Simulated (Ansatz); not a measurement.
Two structures of CH8AlN, singlet, reached by relaxing down either side of one saddle point (PBE0-D4/def2-TZVP). Energies are electronic, without zero-point energy. Program: Ansatz 0.2.0. Basis: def2-TZVPP and def2-QZVPP. Cores are frozen in the correlated methods. Extrapolation: Hartree–Fock as exp(−7.88 √X), correlation as X^−2.97. First:

```csv
atom,x (Å),y (Å),z (Å)
Al1,-0.5984,-0.6637,-0.2185
C2,1.1447,-0.9718,0.6559
H3,-0.7393,-1.0605,-1.7702
H4,-1.9231,-0.7998,0.6825
H5,0.1817,1.7033,-1.0084
N6,-0.5956,1.3910,-0.4356
H7,1.2252,-0.4715,1.6276
H8,1.2997,-2.0393,0.8458
H9,1.9906,-0.6421,0.0424
H10,-1.4538,1.6949,-0.8840
H11,-0.5317,1.8593,0.4625
```

Second:

Al1  (-1.361, -0.241, -0.371)
C2  (1.626, -0.691, 0.622)
H3  (-1.078, -1.210, -1.592)
H4  (-1.778, -0.733, 1.075)
H5  (1.218, 0.271, 0.302)
N6  (-1.317, 1.502, -0.672)
H7  (1.661, -0.723, 1.709)
H8  (1.014, -1.519, 0.257)
H9  (2.629, -0.796, 0.211)
H10  (-1.099, 1.928, -1.558)
H11  (-1.514, 2.210, 0.016)
(Å)

Task: Which bonds change from the first to the second?

Result: CH₅Al ([CH3][AlH2]) + NH₃ → AlNH₄ ([NH2][AlH2]) + CH₄; bonds formed: C2–H5; dative contacts that become bonds: Al1–N6; bonds broken: Al1–C2, H5–N6.

Task: Give the saddle point's structure and its height above each. (Judge from chemistry; the value comes from the calculation.)

Result: Computed: 141.2 kJ/mol above the first and 135.8 kJ/mol above the second (CCSD(T) at an estimated basis limit (MP2 extrapolated from triple and quadruple zeta, plus CCSD(T) − MP2 in triple zeta)).
```xyz
11
angstrom
Al -0.9184 -0.5637 -0.2214
C 1.1359 -0.5353 0.4605
H -0.9499 -1.3417 -1.6053
H -1.8223 -0.9487 1.0261
H 0.4092 0.6142 0.0422
N -0.6435 1.3175 -0.4137
H 1.4192 -0.2115 1.4646
H 0.9547 -1.6198 0.5448
H 1.9943 -0.4405 -0.2084
H -0.5324 1.7476 -1.3213
H -1.0468 1.9819 0.2320
```

T1 diagnostic: at most 0.012.

The step is the kind of exchange with an N–H group that builds nitride films in atomic layer and chemical vapour deposition.

Labels in which every atom is bracketed show which atoms are joined, not bond orders.

For scale, one of the runs: CCSD(T)/def2-TZVPP, 216 basis functions, launched by `ansatz run in.yaml --threads 2 --pin off --events-out ev --progress --plain --max-ram 4352MiB`. Hardware: 2 CPU threads of an Intel Xeon 6975P-C, shared host. Wall time 23 s; peak host memory 3.3 GiB.
